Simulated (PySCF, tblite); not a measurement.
# CHN₂O+: diradical character, part 2 of 3

tblite 0.8.0 and PySCF 2.14.0. Atoms count from 0. Earlier steps stand in the parts before.

## (9) Diradical character: BP86/def2-TZVP, geometry of multiplicity 3

The job: settings as JSON, then the geometry in Å.

```
{"job": {"kind": "bs", "xc": "BP86", "basis": "def2-TZVP", "rks": true, "grid": 1}, "charge": 1, "high_spin_multiplicity": 3}
N     -0.171780    -0.363045    -0.037091
O     -1.110906     0.501264    -0.007868
N      1.039008    -0.184191     0.039371
C      2.249566     0.005059     0.100311
H     -1.988744     0.046618    -0.000293
```

Level: BP86/def2-TZVP high-spin, broken-symmetry and restricted single points, gas phase.

Standard output:

```text
high-spin state, multiplicity 3
final grid: 23072 points
cycle   1  E = -222.9329274567  dE = -4.642e-02  |g| = 2.164e-01  |ddm| = 4.692e-01
cycle   2  E = -222.8592211243  dE =  7.371e-02  |g| = 4.917e-01  |ddm| = 3.870e-01
cycle   3  E = -222.9384376321  dE = -7.922e-02  |g| = 1.481e-01  |ddm| = 3.634e-01
cycle   4  E = -222.9481480969  dE = -9.710e-03  |g| = 8.361e-02  |ddm| = 2.371e-01
cycle   5  E = -222.9516846882  dE = -3.537e-03  |g| = 2.610e-02  |ddm| = 1.037e-01
cycle   6  E = -222.9518710849  dE = -1.864e-04  |g| = 1.763e-02  |ddm| = 1.879e-02
cycle   7  E = -222.9519898790  dE = -1.188e-04  |g| = 6.517e-03  |ddm| = 1.262e-02
cycle   8  E = -222.9520133767  dE = -2.350e-05  |g| = 2.268e-03  |ddm| = 4.819e-03
cycle   9  E = -222.9520167393  dE = -3.363e-06  |g| = 7.553e-04  |ddm| = 2.477e-03
cycle  10  E = -222.9520170931  dE = -3.538e-07  |g| = 3.530e-04  |ddm| = 8.994e-04
cycle  11  E = -222.9520171844  dE = -9.131e-08  |g| = 4.931e-05  |ddm| = 4.626e-04
cycle  12  E = -222.9520171858  dE = -1.364e-09  |g| = 3.511e-05  |ddm| = 1.180e-04
converged SCF energy = -222.9520171858

broken-symmetry state, M_S = 0, start: spins of the second site flipped
final grid: 23072 points
cycle   1  E = -222.9768735148  dE = -3.808e-02  |g| = 1.228e-01  |ddm| = 8.039e-01
cycle   2  E = -222.9567098582  dE =  2.016e-02  |g| = 2.541e-01  |ddm| = 2.396e-01
cycle   3  E = -222.9805101760  dE = -2.380e-02  |g| = 8.880e-02  |ddm| = 1.837e-01
cycle   4  E = -222.9835772483  dE = -3.067e-03  |g| = 3.598e-02  |ddm| = 8.210e-02
cycle   5  E = -222.9841244785  dE = -5.472e-04  |g| = 2.285e-02  |ddm| = 4.038e-02
cycle   6  E = -222.9844105209  dE = -2.860e-04  |g| = 5.181e-03  |ddm| = 1.944e-02
cycle   7  E = -222.9844556926  dE = -4.517e-05  |g| = 3.401e-03  |ddm| = 1.560e-02
cycle   8  E = -222.9844810383  dE = -2.535e-05  |g| = 2.850e-03  |ddm| = 1.118e-02
cycle   9  E = -222.9845203404  dE = -3.930e-05  |g| = 1.960e-03  |ddm| = 2.238e-02
cycle  10  E = -222.9845405688  dE = -2.023e-05  |g| = 1.472e-03  |ddm| = 1.607e-02
cycle  11  E = -222.9845618481  dE = -2.128e-05  |g| = 7.955e-04  |ddm| = 2.574e-02
cycle  12  E = -222.9845664463  dE = -4.598e-06  |g| = 9.943e-04  |ddm| = 1.042e-02
cycle  13  E = -222.9845674916  dE = -1.045e-06  |g| = 7.706e-04  |ddm| = 3.313e-03
cycle  14  E = -222.9845690367  dE = -1.545e-06  |g| = 5.043e-04  |ddm| = 6.329e-03
cycle  15  E = -222.9845694045  dE = -3.679e-07  |g| = 2.807e-04  |ddm| = 1.778e-03
cycle  16  E = -222.9845696477  dE = -2.431e-07  |g| = 1.738e-04  |ddm| = 1.609e-03
cycle  17  E = -222.9845697988  dE = -1.512e-07  |g| = 1.392e-04  |ddm| = 1.710e-03
cycle  18  E = -222.9845698264  dE = -2.759e-08  |g| = 1.052e-04  |ddm| = 6.069e-04
cycle  19  E = -222.9845698428  dE = -1.639e-08  |g| = 5.706e-05  |ddm| = 5.444e-04
cycle  20  E = -222.9845698439  dE = -1.140e-09  |g| = 2.897e-05  |ddm| = 2.365e-04
converged SCF energy = -222.9845698439

<S^2> high spin = 2.0193, broken symmetry = 0.0000
E(HS) - E(BS) = 7144.48 cm-1
J_noodleman = -7144.48 cm-1
J_unprojected = -3572.24 cm-1
J_yamaguchi = -3538.18 cm-1

restricted closed-shell singlet
final grid: 23072 points
cycle   1  E = -222.9570633530  dE =  2.090e-02  |g| = 3.356e-01  |ddm| = 3.343e-01
cycle   2  E = -222.6182017017  dE =  3.389e-01  |g| = 1.202e+00  |ddm| = 8.868e-01
cycle   3  E = -222.9780915399  dE = -3.599e-01  |g| = 1.823e-01  |ddm| = 7.339e-01
cycle   4  E = -222.9837007881  dE = -5.609e-03  |g| = 6.869e-02  |ddm| = 1.158e-01
cycle   5  E = -222.9844670121  dE = -7.662e-04  |g| = 1.826e-02  |ddm| = 4.033e-02
cycle   6  E = -222.9845532657  dE = -8.625e-05  |g| = 8.792e-03  |ddm| = 1.962e-02
cycle   7  E = -222.9845691289  dE = -1.586e-05  |g| = 1.662e-03  |ddm| = 5.118e-03
cycle   8  E = -222.9845698202  dE = -6.913e-07  |g| = 3.014e-04  |ddm| = 1.463e-03
cycle   9  E = -222.9845698403  dE = -2.008e-08  |g| = 1.261e-04  |ddm| = 4.986e-04
cycle  10  E = -222.9845698461  dE = -5.801e-09  |g| = 2.667e-05  |ddm| = 1.977e-04
converged SCF energy = -222.9845698461
```

Run time: 12 s. Hardware: 1 thread of Arm Neoverse V2, shared host; peak memory 0.32 GiB.

The broken-symmetry state collapsed to a closed shell, so its J has no meaning.

Key values:

```csv
quantity,value
closed shell less high spin,-20.4 kcal/mol
```

## (10) Diradical character: M06/def2-TZVP, geometry of multiplicity 3

The job: settings as JSON, then the geometry in Å.

```
{"job": {"kind": "bs", "xc": "M06", "basis": "def2-TZVP", "rks": true, "grid": 2}, "charge": 1, "high_spin_multiplicity": 3}
N     -0.171780    -0.363045    -0.037091
O     -1.110906     0.501264    -0.007868
N      1.039008    -0.184191     0.039371
C      2.249566     0.005059     0.100311
H     -1.988744     0.046618    -0.000293
```

With the program's defaults for keys left out, this is: M06/def2-TZVP high-spin, broken-symmetry and restricted single points, gas phase.

Standard output:

```text
high-spin state, multiplicity 3
final grid: 49776 points
cycle   1  E = -222.8023785381  dE = -4.192e-02  |g| = 1.022e-01  |ddm| = 3.617e-01
cycle   2  E = -222.8028170705  dE = -4.385e-04  |g| = 1.135e-01  |ddm| = 1.638e-01
cycle   3  E = -222.8073715956  dE = -4.555e-03  |g| = 4.945e-02  |ddm| = 8.378e-02
cycle   4  E = -222.8083986378  dE = -1.027e-03  |g| = 1.375e-02  |ddm| = 3.708e-02
cycle   5  E = -222.8085101604  dE = -1.115e-04  |g| = 1.286e-02  |ddm| = 2.479e-02
cycle   6  E = -222.8086077013  dE = -9.754e-05  |g| = 2.479e-03  |ddm| = 1.138e-02
cycle   7  E = -222.8086182978  dE = -1.060e-05  |g| = 2.200e-03  |ddm| = 6.798e-03
cycle   8  E = -222.8086233602  dE = -5.062e-06  |g| = 9.549e-04  |ddm| = 3.289e-03
cycle   9  E = -222.8086265059  dE = -3.146e-06  |g| = 6.496e-04  |ddm| = 3.468e-03
cycle  10  E = -222.8086286733  dE = -2.167e-06  |g| = 2.272e-04  |ddm| = 4.284e-03
cycle  11  E = -222.8086290195  dE = -3.462e-07  |g| = 8.909e-05  |ddm| = 2.015e-03
cycle  12  E = -222.8086290408  dE = -2.134e-08  |g| = 7.830e-05  |ddm| = 5.149e-04
cycle  13  E = -222.8086290432  dE = -2.337e-09  |g| = 3.974e-05  |ddm| = 1.030e-04
converged SCF energy = -222.8086290432

broken-symmetry state, M_S = 0, start: spins of the second site flipped
final grid: 49776 points
cycle   1  E = -222.8254840745  dE = -3.709e-02  |g| = 7.493e-02  |ddm| = 3.776e-01
cycle   2  E = -222.8340381550  dE = -8.554e-03  |g| = 7.421e-02  |ddm| = 1.847e-01
cycle   3  E = -222.8374792934  dE = -3.441e-03  |g| = 4.909e-02  |ddm| = 8.243e-02
cycle   4  E = -222.8411961364  dE = -3.717e-03  |g| = 1.845e-02  |ddm| = 1.018e-01
cycle   5  E = -222.8431480071  dE = -1.952e-03  |g| = 1.174e-02  |ddm| = 9.346e-02
cycle   6  E = -222.8443146899  dE = -1.167e-03  |g| = 1.239e-02  |ddm| = 9.171e-02
cycle   7  E = -222.8447713433  dE = -4.567e-04  |g| = 5.569e-03  |ddm| = 5.260e-02
cycle   8  E = -222.8449635545  dE = -1.922e-04  |g| = 2.266e-03  |ddm| = 3.939e-02
cycle   9  E = -222.8450343778  dE = -7.082e-05  |g| = 2.169e-03  |ddm| = 3.262e-02
cycle  10  E = -222.8450428789  dE = -8.501e-06  |g| = 1.035e-03  |ddm| = 8.312e-03
cycle  11  E = -222.8450459730  dE = -3.094e-06  |g| = 6.362e-04  |ddm| = 6.899e-03
cycle  12  E = -222.8450462869  dE = -3.139e-07  |g| = 2.888e-04  |ddm| = 1.122e-03
cycle  13  E = -222.8450465263  dE = -2.394e-07  |g| = 2.623e-04  |ddm| = 1.124e-03
cycle  14  E = -222.8450466589  dE = -1.326e-07  |g| = 1.014e-04  |ddm| = 1.104e-03
cycle  15  E = -222.8450467221  dE = -6.314e-08  |g| = 4.691e-05  |ddm| = 8.373e-04
cycle  16  E = -222.8450467273  dE = -5.185e-09  |g| = 3.732e-05  |ddm| = 1.944e-04
converged SCF energy = -222.8450467273

<S^2> high spin = 2.0254, broken symmetry = 0.0000
E(HS) - E(BS) = 7992.76 cm-1
J_noodleman = -7992.76 cm-1
J_unprojected = -3996.38 cm-1
J_yamaguchi = -3946.34 cm-1

restricted closed-shell singlet
final grid: 49776 points
cycle   1  E = -222.8409286774  dE = -3.347e-03  |g| = 1.448e-01  |ddm| = 2.444e-01
cycle   2  E = -222.8303074949  dE =  1.062e-02  |g| = 2.740e-01  |ddm| = 2.168e-01
cycle   3  E = -222.8448858001  dE = -1.458e-02  |g| = 2.943e-02  |ddm| = 1.452e-01
cycle   4  E = -222.8450093045  dE = -1.235e-04  |g| = 1.403e-02  |ddm| = 1.980e-02
cycle   5  E = -222.8450450214  dE = -3.572e-05  |g| = 2.367e-03  |ddm| = 8.264e-03
cycle   6  E = -222.8450457721  dE = -7.507e-07  |g| = 1.858e-03  |ddm| = 2.978e-03
cycle   7  E = -222.8450466552  dE = -8.831e-07  |g| = 5.067e-04  |ddm| = 1.481e-03
cycle   8  E = -222.8450467274  dE = -7.227e-08  |g| = 6.923e-05  |ddm| = 5.540e-04
cycle   9  E = -222.8450467289  dE = -1.487e-09  |g| = 1.863e-05  |ddm| = 1.028e-04
converged SCF energy = -222.8450467289
```

It took 23 s on 1 thread of Arm Neoverse V2, shared host; peak memory 0.46 GiB.

The broken-symmetry state collapsed to a closed shell, so its J has no meaning.

From this job:

| quantity | value |
| --- | --- |
| closed shell less high spin | -22.9 kcal/mol |

## (11) Diradical character: CASSCF and SC-NEVPT2/def2-TZVP (2,2), geometry of multiplicity 3

The job: settings as JSON, then the geometry in Å.

```
{"job": {"kind": "cas", "basis": "def2-TZVP", "active": "magnetic", "orbitals": "high", "conv": 5e-05}, "charge": 1, "high_spin_multiplicity": 3}
N     -0.171780    -0.363045    -0.037091
O     -1.110906     0.501264    -0.007868
N      1.039008    -0.184191     0.039371
C      2.249566     0.005059     0.100311
H     -1.988744     0.046618    -0.000293
```

Level: CASSCF and SC-NEVPT2/def2-TZVP spin states, gas phase.

Standard output:

```text
start orbitals: natural orbitals of the high-spin HF determinant (converged)
active space: 2 electrons in 2 orbitals, 13 closed; orbitals optimised for multiplicities 3
macro   0  E = -221.7368674186  dE =  0.000e+00  |g| = 8.161e-02
macro   1  E = -221.7391966523  dE = -2.329e-03  |g| = 4.155e-02
macro   2  E = -221.7402473162  dE = -1.051e-03  |g| = 3.388e-02
macro   3  E = -221.7404299052  dE = -1.826e-04  |g| = 1.685e-02
macro   4  E = -221.7405210472  dE = -9.114e-05  |g| = 6.918e-03
macro   5  E = -221.7405289015  dE = -7.854e-06  |g| = 3.337e-03
macro   6  E = -221.7405307968  dE = -1.895e-06  |g| = 1.670e-03
macro   7  E = -221.7405312522  dE = -4.554e-07  |g| = 7.724e-04
macro   8  E = -221.7405314134  dE = -1.612e-07  |g| = 4.379e-04
macro   9  E = -221.7405314728  dE = -5.940e-08  |g| = 2.205e-04
macro  10  E = -221.7405314807  dE = -7.869e-09  |g| = 1.199e-04
macro  11  E = -221.7405314825  dE = -1.863e-09  |g| = 3.802e-05
CASSCF converged, mean energy = -221.7405314825
2S+1 = 3  root 0  E(CAS) = -221.74053148  E(NEVPT2) = -222.44275165  occupations 1.000 1.000
2S+1 = 1  root 0  E(CAS) = -221.75015349  E(NEVPT2) = -222.47542607  occupations 1.937 0.063
2S+1 = 1  root 1  E(CAS) = -221.66414892  E(NEVPT2) = -222.39548102  occupations 1.011 0.989
2S+1 = 1  root 2  E(CAS) = -221.53221471  E(NEVPT2) = -222.28465951  occupations 1.937 0.063
D(spin-spin) = 0.9809 cm-1, E/D = 0.126
D(spin-orbit) = -0.1915 cm-1, D(total) = 0.7940 cm-1, E/D = 0.154
```

Run time: 3.5 s. Hardware: 1 thread of Arm Neoverse V2, shared host.

J and the spin gap of this run are not to be taken as properties: the orbitals were optimised for multiplicity 3 alone, so the other state lies too high.

## (12) Diradical character: CASSCF and SC-NEVPT2/def2-TZVP, X2C (6,6) in methanol, geometry of multiplicity 3

The job: settings as JSON, then the geometry in Å.

```
{"job": {"kind": "cas", "basis": "def2-TZVP", "active": "natural", "max": 6, "thr": 0.006, "orbitals": "high", "solvent": "methanol", "x2c": true}, "charge": 1, "high_spin_multiplicity": 3}
N     -0.171780    -0.363045    -0.037091
O     -1.110906     0.501264    -0.007868
N      1.039008    -0.184191     0.039371
C      2.249566     0.005059     0.100311
H     -1.988744     0.046618    -0.000293
```

With the program's defaults for keys left out, this is: CASSCF and SC-NEVPT2/def2-TZVP spin states, scalar X2C, IEF-PCM methanol.

Standard output:

```text
start orbitals: natural orbitals of the high-spin HF determinant (converged)
active space: 6 electrons in 6 orbitals, 11 closed; orbitals optimised for multiplicities 3
macro   0  E = -222.0346690605  dE =  0.000e+00  |g| = 1.093e-01
macro   1  E = -222.0417702365  dE = -7.101e-03  |g| = 5.679e-02
macro   2  E = -222.0441759632  dE = -2.406e-03  |g| = 6.019e-02
macro   3  E = -222.0449453627  dE = -7.694e-04  |g| = 2.143e-02
macro   4  E = -222.0451248171  dE = -1.795e-04  |g| = 9.413e-03
macro   5  E = -222.0452139215  dE = -8.910e-05  |g| = 8.429e-03
macro   6  E = -222.0452314699  dE = -1.755e-05  |g| = 5.967e-03
macro   7  E = -222.0452411285  dE = -9.659e-06  |g| = 2.248e-03
macro   8  E = -222.0452433852  dE = -2.257e-06  |g| = 1.603e-03
macro   9  E = -222.0452444400  dE = -1.055e-06  |g| = 1.084e-03
macro  10  E = -222.0452448890  dE = -4.490e-07  |g| = 7.563e-04
macro  11  E = -222.0452450793  dE = -1.903e-07  |g| = 4.965e-04
macro  12  E = -222.0452451310  dE = -5.177e-08  |g| = 2.437e-04
CASSCF converged, mean energy = -222.0452451310
2S+1 = 3  root 0  E(CAS) = -222.04524513  E(NEVPT2) = -222.67204441  occupations 1.951 1.943 1.004 0.992 0.064 0.045
2S+1 = 3  root 1  E(CAS) = -221.83178570  E(NEVPT2) = -222.51059870  occupations 1.974 1.903 1.030 0.958 0.087 0.047
2S+1 = 1  root 0  E(CAS) = -222.05288195  E(NEVPT2) = -222.70521493  occupations 1.967 1.944 1.916 0.081 0.063 0.029
2S+1 = 1  root 1  E(CAS) = -221.98610646  E(NEVPT2) = -222.63741784  occupations 1.950 1.935 1.011 0.998 0.066 0.041
2S+1 = 1  root 2  E(CAS) = -221.89324610  E(NEVPT2) = -222.54594631  occupations 1.967 1.878 1.859 0.172 0.103 0.021
D(spin-spin) = 0.9406 cm-1, E/D = 0.128
D(spin-orbit) = -0.1620 cm-1, D(total) = 0.7792 cm-1, E/D = 0.154
```

Wall time 4.4 s (1 thread of Arm Neoverse V2, shared host); peak memory 0.32 GiB.

The solvent's field is frozen at that of the high-spin determinant; only differences between these total energies have meaning.

J and the spin gap of this run are not to be taken as properties: the orbitals were optimised for multiplicity 3 alone, so the other state lies too high.

## (13) Diradical character: CASSCF and SC-NEVPT2/def2-TZVP (2,2), geometry of multiplicity 1

The job: settings as JSON, then the geometry in Å.

```
{"job": {"kind": "cas", "basis": "def2-TZVP", "active": "magnetic"}, "charge": 1, "high_spin_multiplicity": 3}
N     -0.198140    -0.461255    -0.020768
O     -1.039812     0.460862     0.015248
N      0.988810    -0.041371     0.050655
C      2.206946    -0.004661     0.093026
H     -1.940659     0.052130    -0.043731
```

Level: CASSCF and SC-NEVPT2/def2-TZVP spin states, gas phase.

Standard output:

```text
start orbitals: natural orbitals of the high-spin HF determinant (converged)
active space: 2 electrons in 2 orbitals, 13 closed; orbitals optimised for multiplicities 3 1
macro   0  E = -221.7520985703  dE =  0.000e+00  |g| = 2.365e-01
macro   1  E = -221.7570879440  dE = -4.989e-03  |g| = 6.689e-02
macro   2  E = -221.7581524705  dE = -1.065e-03  |g| = 4.534e-02
macro   3  E = -221.7583602509  dE = -2.078e-04  |g| = 2.267e-02
macro   4  E = -221.7584290522  dE = -6.880e-05  |g| = 7.231e-03
macro   5  E = -221.7584451605  dE = -1.611e-05  |g| = 5.150e-03
macro   6  E = -221.7584498884  dE = -4.728e-06  |g| = 2.876e-03
macro   7  E = -221.7584514674  dE = -1.579e-06  |g| = 1.252e-03
macro   8  E = -221.7584517590  dE = -2.917e-07  |g| = 5.081e-04
macro   9  E = -221.7584518032  dE = -4.423e-08  |g| = 2.621e-04
CASSCF converged, mean energy = -221.7584518032
2S+1 = 3  root 0  E(CAS) = -221.72465111  E(NEVPT2) = -222.43351636  occupations 1.000 1.000
2S+1 = 1  root 0  E(CAS) = -221.79225250  E(NEVPT2) = -222.51155116  occupations 1.967 0.033
2S+1 = 1  root 1  E(CAS) = -221.64167382  E(NEVPT2) = -222.38451507  occupations 1.000 1.000
2S+1 = 1  root 2  E(CAS) = -221.46605259  E(NEVPT2) = -222.23315016  occupations 1.967 0.033
D(spin-spin) = 0.9424 cm-1, E/D = 0.151
D(spin-orbit) = -0.0578 cm-1, D(total) = 0.8851 cm-1, E/D = 0.160
```

Run time: 3.6 s. Hardware: 1 thread of Arm Neoverse V2, shared host; peak memory 0.32 GiB.

In short:

```
                   quantity           value
low less high spin (NEVPT2)  -49.0 kcal/mol
         diradical index y0            0.03
               zero-field D      0.885 cm⁻¹
```

## (14) Diradical character: CASSCF and SC-NEVPT2/def2-TZVP (4,4), geometry of multiplicity 1

The job: settings as JSON, then the geometry in Å.

```
{"job": {"kind": "cas", "basis": "def2-TZVP", "active": "natural", "max": 8}, "charge": 1, "high_spin_multiplicity": 3}
N     -0.198140    -0.461255    -0.020768
O     -1.039812     0.460862     0.015248
N      0.988810    -0.041371     0.050655
C      2.206946    -0.004661     0.093026
H     -1.940659     0.052130    -0.043731
```

Method: CASSCF and SC-NEVPT2/def2-TZVP spin states, gas phase.

Standard output:

```text
start orbitals: natural orbitals of the high-spin HF determinant (converged)
active space: 4 electrons in 4 orbitals, 12 closed; orbitals optimised for multiplicities 3 1
macro   0  E = -221.7722070577  dE =  0.000e+00  |g| = 2.333e-01
macro   1  E = -221.7778559259  dE = -5.649e-03  |g| = 5.791e-02
macro   2  E = -221.7788672990  dE = -1.011e-03  |g| = 4.524e-02
macro   3  E = -221.7790656558  dE = -1.984e-04  |g| = 1.988e-02
macro   4  E = -221.7791228003  dE = -5.714e-05  |g| = 6.368e-03
macro   5  E = -221.7791288052  dE = -6.005e-06  |g| = 2.419e-03
macro   6  E = -221.7791303162  dE = -1.511e-06  |g| = 1.115e-03
macro   7  E = -221.7791308747  dE = -5.585e-07  |g| = 7.619e-04
macro   8  E = -221.7791311108  dE = -2.361e-07  |g| = 4.900e-04
macro   9  E = -221.7791312045  dE = -9.374e-08  |g| = 3.040e-04
macro  10  E = -221.7791312583  dE = -5.380e-08  |g| = 2.351e-04
CASSCF converged, mean energy = -221.7791312583
2S+1 = 3  root 0  E(CAS) = -221.74819410  E(NEVPT2) = -222.43861919  occupations 1.961 1.000 0.998 0.042
2S+1 = 3  root 1  E(CAS) = -221.59297074  E(NEVPT2) = -222.33759333  occupations 1.996 1.002 1.000 0.002
2S+1 = 1  root 0  E(CAS) = -221.81006842  E(NEVPT2) = -222.51583967  occupations 1.972 1.965 0.045 0.018
2S+1 = 1  root 1  E(CAS) = -221.67512754  E(NEVPT2) = -222.39844464  occupations 1.955 1.000 0.999 0.046
2S+1 = 1  root 2  E(CAS) = -221.52710751  E(NEVPT2) = -222.26987197  occupations 1.551 1.317 1.073 0.059
D(spin-spin) = 0.8717 cm-1, E/D = 0.149
D(spin-orbit) = -0.1161 cm-1, D(total) = 0.7567 cm-1, E/D = 0.171
```

It took 2.3 s on 1 thread of Arm Neoverse V2, shared host; peak memory 0.32 GiB.

In short:

```csv
quantity,value
low less high spin (NEVPT2),-48.5 kcal/mol
diradical index y0,0.05
zero-field D,0.757 cm⁻¹
```

## (15) Diradical character: CASSCF and SC-NEVPT2/def2-TZVP (6,6), geometry of multiplicity 1

The job: settings as JSON, then the geometry in Å.

```
{"job": {"kind": "cas", "basis": "def2-TZVP", "active": "natural", "max": 6, "thr": 0.006, "orbitals": "low"}, "charge": 1, "high_spin_multiplicity": 3}
N     -0.198140    -0.461255    -0.020768
O     -1.039812     0.460862     0.015248
N      0.988810    -0.041371     0.050655
C      2.206946    -0.004661     0.093026
H     -1.940659     0.052130    -0.043731
```

Level: CASSCF and SC-NEVPT2/def2-TZVP spin states, gas phase.

Standard output:

```text
start orbitals: natural orbitals of the high-spin HF determinant (converged)
active space: 6 electrons in 6 orbitals, 11 closed; orbitals optimised for multiplicities 1
macro   0  E = -221.8341702378  dE =  0.000e+00  |g| = 3.761e-01
macro   1  E = -221.8557241765  dE = -2.155e-02  |g| = 1.180e-01
macro   2  E = -221.8612502580  dE = -5.526e-03  |g| = 1.542e-01
macro   3  E = -221.8634724975  dE = -2.222e-03  |g| = 4.448e-02
macro   4  E = -221.8639158469  dE = -4.433e-04  |g| = 2.434e-02
macro   5  E = -221.8642456958  dE = -3.298e-04  |g| = 2.854e-02
macro   6  E = -221.8644923864  dE = -2.467e-04  |g| = 2.870e-02
macro   7  E = -221.8647066941  dE = -2.143e-04  |g| = 2.074e-02
macro   8  E = -221.8648181584  dE = -1.115e-04  |g| = 1.421e-02
macro   9  E = -221.8648585465  dE = -4.039e-05  |g| = 9.265e-03
macro  10  E = -221.8648747722  dE = -1.623e-05  |g| = 5.623e-03
macro  11  E = -221.8648808787  dE = -6.106e-06  |g| = 2.917e-03
macro  12  E = -221.8648824209  dE = -1.542e-06  |g| = 2.140e-03
macro  13  E = -221.8648831602  dE = -7.394e-07  |g| = 1.267e-03
macro  14  E = -221.8648833829  dE = -2.227e-07  |g| = 6.230e-04
macro  15  E = -221.8648834581  dE = -7.516e-08  |g| = 2.155e-04
CASSCF converged, mean energy = -221.8648834581
2S+1 = 3  root 0  E(CAS) = -221.67989388  E(NEVPT2) = -222.37603745  occupations 1.962 1.951 1.003 0.995 0.045 0.043
2S+1 = 3  root 1  E(CAS) = -221.53605388  E(NEVPT2) = -222.30137106  occupations 1.984 1.859 1.087 0.900 0.148 0.022
2S+1 = 1  root 0  E(CAS) = -221.86488346  E(NEVPT2) = -222.49598697  occupations 1.968 1.962 1.946 0.054 0.045 0.027
2S+1 = 1  root 1  E(CAS) = -221.57652963  E(NEVPT2) = -222.36789013  occupations 1.953 1.948 1.008 1.003 0.051 0.037
2S+1 = 1  root 2  E(CAS) = -221.48342750  E(NEVPT2) = -222.24948072  occupations 1.967 1.795 1.147 0.844 0.196 0.051
D(spin-spin) = -1.3136 cm-1, E/D = 0.184
D(spin-orbit) = -0.0648 cm-1, D(total) = -1.2796 cm-1, E/D = 0.164
```

It took 3.1 s on 1 thread of Arm Neoverse V2, shared host; peak memory 0.32 GiB.

J and the spin gap of this run are not to be taken as properties: the orbitals were optimised for multiplicity 1 alone, so the other state lies too high.

(Part 2 of 3 ends here.)
